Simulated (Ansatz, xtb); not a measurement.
## Isomers of CH4FSi− in order of energy

3 gas-phase structures of CH4FSi−, found in a search over its isomers (lower ones may exist). Each was relaxed with GFN2-xTB; where two conformers were screened, the lower at r2SCAN-D4/def2-SVPD is listed:

A. `F[CH-][SiH3]`, a singlet
B. `[CH2-][SiH2]F`, a singlet
C. `C[SiH-]F`, a singlet

**Question.** Make a reasoned guess at their ranking by r2SCAN-D4/def2-SVPD single-point energy.

**Answer.** Calculated order at r2SCAN-D4/def2-SVPD: C (0.0), B (5.1), A (67.5) kcal/mol.

Energies above the lowest of each column, in kcal/mol; the last columns are at PBE0-D3(BJ)/def2-SVPD geometries and were run for some of them only (a dash: not run or not comparable):

| structure | GFN2-xTB | HF/STO-3G | r2SCAN-D4/def2-SVPD | PBE0-D3(BJ)/def2-SVPD | CCSD(T)/def2-SVPD + ΔMP2/def2-TZVPPD |
| --- | --- | --- | --- | --- | --- |
| C | 8.0 | 0.0 | 0.0 | 0.0 | 0.0 |
| B | 0.0 | 40.5 | 5.1 | 6.5 | 2.7 |
| A | 34.9 | 57.5 | 67.5 | – | – |

CCSD(T)/def2-SVPD + ΔMP2/def2-TZVPPD puts C lowest of those it was run on; GFN2-xTB picks B. Flexible structures stand in one conformer each, not always the lowest. Frequencies (PBE0-D3(BJ)/def2-SVPD) were run for B, C alone. The ΔMP2 step shifts differences by up to 3.6 kcal/mol, which makes them less sure. ΔMP2 is the change of the MP2 energy from the smaller to the larger basis.

Programs: Ansatz 0.2.0, xtb 6.7.1.
